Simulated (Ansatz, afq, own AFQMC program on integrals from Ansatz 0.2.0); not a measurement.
# SiH₄, triplet in 6-31G along one coordinate

```xyz
5

Si    0.0000    0.0000    0.0000
H    -0.0115    1.0851    1.0776
H    -0.0165   -1.0776    1.0850
H     0.0165    1.0776   -1.0850
H     0.0115   -1.0851   -1.0776
```

All coordinates are scaled about the centre. Energies in eV count from this geometry (1.000) at the same level; the start stands on UHF, each point on the determinant named.

Basis 6-31G. Only valence electrons are correlated. AFQMC by an in-house program on the Cholesky factors that Ansatz 0.2.0 writes for its CCSD(T) run. ph-AFQMC/CISD is guided by a CISD state made of CCSD amplitudes; releasing the constraint for a short imaginary time cuts its bias at the price of noise, slowly where states lie close. Uncertainties: one standard error, sampling alone.

Cautions, each for one point or more: (Q) is large, so the cluster series hasn't closed; (T) is large; a spin-contaminated unrestricted determinant lies lower; an unrestricted solution with more broken spin lies lower; cluster runs in doubt by the program's own checks; full CI with its own frozen core; higher spins were not checked; lower spins were not checked; strong correlation; the search met a lower determinant of the same kind, perhaps of another symmetry, and this one is a saddle point; unrestricted determinant slightly spin contaminated; unrestricted determinant spin contaminated; walk and cluster series may follow different spin states.

| scale of all distances | det. | T1 | weight | ⟨S²⟩ | B3LYP | wB97M-V | CCSD(T) |
| --- | --- | --- | --- | --- | --- | --- | --- |
| 0.873 | UHF | 0.008 | 0.94 | 2.02 | 1.845 | 1.795 | 2.099 |
| 1.137 | UHF | 0.021 | 0.88 | 2.05 | 0.716 | 0.809 | 0.437 |
| 1.306 | UHF¶ | 0.042 | 0.79 | 2.14 | 2.950 | 3.225 | 2.262 |
| 1.492 | UHF†¶ | 0.069 | 0.77 | 2.75 | 4.413§ | 4.785§ | 3.587 |
| 2.032 | ROHF† | 0.090 | 0.22 | pure | 7.469§ | 7.740§ | 3.784 |
| 2.406 | UHF†¶ | 0.022 | 0.86 | 3.93 | 8.210§ | 8.306§ | 6.411 |

(1) Estimate the curve of full CI, counted from the same start.

Answers

(1) 
```json
{"scale of all distances": "0.873", "det.": "UHF", "T1": "0.008", "weight": "0.94", "⟨S²⟩": "2.02", "FCI": "2.105", "ph-AFQMC/CISD": "2.102 ± 0.002", "released AFQMC": "2.102 ± 0.002", "CCSDT(Q)": "2.105"}
{"scale of all distances": "1.137", "det.": "UHF", "T1": "0.021", "weight": "0.88", "⟨S²⟩": "2.05", "FCI": "0.422", "ph-AFQMC/CISD": "0.434 ± 0.003", "released AFQMC": "0.428 ± 0.003*", "CCSDT(Q)": "0.422"}
{"scale of all distances": "1.306", "det.": "UHF¶", "T1": "0.042", "weight": "0.79", "⟨S²⟩": "2.14", "FCI": "–", "ph-AFQMC/CISD": "2.263 ± 0.009", "released AFQMC": "–", "CCSDT(Q)": "2.206"}
{"scale of all distances": "1.492", "det.": "UHF†¶", "T1": "0.069", "weight": "0.77", "⟨S²⟩": "2.75", "FCI": "–", "ph-AFQMC/CISD": "3.583 ± 0.004", "released AFQMC": "–", "CCSDT(Q)": "3.560"}
{"scale of all distances": "2.032", "det.": "ROHF†", "T1": "0.090", "weight": "0.22", "⟨S²⟩": "pure", "FCI": "5.885", "ph-AFQMC/CISD": "6.063 ± 0.028", "released AFQMC": "–", "CCSDT(Q)": "8.396"}
{"scale of all distances": "2.406", "det.": "UHF†¶", "T1": "0.022", "weight": "0.86", "⟨S²⟩": "3.93", "FCI": "–", "ph-AFQMC/CISD": "6.393 ± 0.004", "released AFQMC": "–", "CCSDT(Q)": "6.405"}
```

Weight is that of the determinant in the CISD state; at the start T1 is 0.012 and the weight 0.92, and ⟨S²⟩ is 2.03. ¶ marks points with a poor determinant and no full CI, where no value is sure; they don't count among the departures. An asterisk marks released energies that aren't shown to be converged. A dagger marks points whose determinant fills other symmetries than the start's, so the wave-function levels may follow another state there, or a degenerate partner. A dash marks a missing value, a released energy that hasn't settled or a functional that sits on another state. § marks a functional whose ⟨S²⟩ is too high by over 0.1. Largest departures from full CI where it is shown: CCSD(T) -2.100 eV at 2.032 (on ROHF), ph-AFQMC/CISD 0.179 eV at 2.032 (on ROHF), CCSDT(Q) 2.511 eV at 2.032 (on ROHF), B3LYP 0.293 eV at 1.137, wB97M-V 0.386 eV at 1.137. Functionals count only at points shown to share the start's state and spin. In this small basis the wave-function levels are far from their limit, so their gap to the functionals isn't the functionals' error.

CCSDT and higher add their correlation energy to the determinant of the CCSD(T) run, since their own runs factorise the integrals more tightly (a shift of under 2 meV). A walk keeps the symmetry of its determinant, which the program's search chose and which needn't be the lowest solution, so a lower state of the same spin and another symmetry isn't excluded.
